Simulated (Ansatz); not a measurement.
Two shapes of singlet HF2(-).

Shape 1:

```xyz
3

F     0.0259    0.0405   -1.1300
H    -0.0131    0.0189    0.0444
F    -0.0387   -0.0116    1.1733
```

Shape 2:

```xyz
3

F     0.0000    0.0000   -1.0523
H     0.0000    0.0000    0.0000
F     0.0000    0.0000    1.0523
```

Basis set: cc-pVDZ (spherical functions). Left uncorrelated: 2 orbitals. Charge -1, multiplicity 1.

Computed with Ansatz (development build ahead of 0.2.0); each method stands on the lowest determinant of its kind that the runs found.

Which shape is lower in energy, and by how much in each method?

| method | E(2) − E(1) (eV) |
| --- | --- |
| RHF | 0.196 |
| RHF-MP2 | 0.281 |

Shape 1 is lower. Caution: no diffuse functions for an anion.
